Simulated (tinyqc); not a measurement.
Extended Hueckel theory, for BH+, step by step. The parameters take no account of the charge, which enters only through the electron count. Computed by tinyqc, a small Python program that keeps every step (integrals from PySCF). Settings: charge = 1, K = 1.5, weighted = 1, multiplicity = 2. Command: `OMP_NUM_THREADS=1 python tinyqc.py 29600 29601 out.jsonl` (the two numbers bound the seeds that draw the settings). One thread of a shared host (Intel(R) Xeon(R) Processor @ 2.60GHz), about 0.01 s of CPU time with the checks.

## Overlaps

Geometry (angstrom):
```
atom        x        y        z
B     0.00000  0.00000  0.00000
H     0.00000  0.00000  1.32600
```

Parameters chosen for this run:
```
element  shell  Slater exponent  H_ii (eV)
B           2s          1.30000  -15.20000
B           2p          1.30000   -8.50000
H           1s          1.30000  -13.60000
```

Slater orbitals, each expanded in six Gaussians scaled to its exponent.

overlap S, order 1B 2s, 1B 2px, 1B 2py, 1B 2pz, 2H 1s:
$$\begin{pmatrix}
1.00000 & 0.00000 & 0.00000 & 0.00000 & 0.42708 \\
0.00000 & 1.00000 & 0.00000 & 0.00000 & 0.00000 \\
0.00000 & 0.00000 & 1.00000 & 0.00000 & 0.00000 \\
0.00000 & 0.00000 & 0.00000 & 1.00000 & 0.48858 \\
0.42708 & 0.00000 & 0.00000 & 0.48858 & 1.00000
\end{pmatrix}$$

## Wolfsberg-Helmholz matrix

diagonal H_ii (eV): 1B 2s -15.20000, 1B 2px -8.50000, 1B 2py -8.50000, 1B 2pz -8.50000, 2H 1s -13.60000

K = 1.50000

H_ij = K' S_ij (H_ii + H_jj)/2 for i != j (the diagonal keeps H_ii), with K' = K + D^2 + D^4 (1 - K), D = (H_ii - H_jj)/(H_ii + H_jj), K = 1.5.

H (eV), order 1B 2s, 1B 2px, 1B 2py, 1B 2pz, 2H 1s:
$$\begin{pmatrix}
-15.20000 & 0.00000 & 0.00000 & 0.00000 & -9.24382 \\
0.00000 & -8.50000 & 0.00000 & 0.00000 & 0.00000 \\
0.00000 & 0.00000 & -8.50000 & 0.00000 & 0.00000 \\
0.00000 & 0.00000 & 0.00000 & -8.50000 & -8.37812 \\
-9.24382 & 0.00000 & 0.00000 & -8.37812 & -13.60000
\end{pmatrix}$$

## Orbitals

valence electrons = 3

Solve H C = S C e through S^(-1/2); fill by pairs from the bottom, a degenerate level sharing its electrons equally; each orbital has its largest coefficient positive (the first on a tie).

orbital energies (eV): [-16.67159, -11.36371, -8.50000, -8.50000, 0.32936]

occupations: [2.00000, 1.00000, 0.00000, 0.00000, 0.00000]

coefficients, order 1B 2s, 1B 2px, 1B 2py, 1B 2pz, 2H 1s:
$$\begin{pmatrix}
0.69242 & 0.63287 & 0.00000 & 0.00000 & -0.65963 \\
0.00000 & 0.00000 & -0.15553 & 0.98783 & 0.00000 \\
0.00000 & 0.00000 & 0.98783 & 0.15553 & 0.00000 \\
0.01366 & -0.54568 & 0.00000 & 0.00000 & -1.05565 \\
0.47979 & -0.55296 & 0.00000 & 0.00000 & 1.09155
\end{pmatrix}$$

sum of one-electron energies = -44.70689 eV

Within a degenerate level the vectors are fixed only up to a rotation; this is one choice.

## Mulliken analysis

P = C n C^T; charge = valence electrons (B 3, H 1) minus the sum of (P S)_ii on the atom; overlap population = 2 sum P_ij S_ij between two atoms.

charges: 1B 1.05430, 2H -0.05430

Overlap populations:
```
pair     value
2-1   0.576277
```
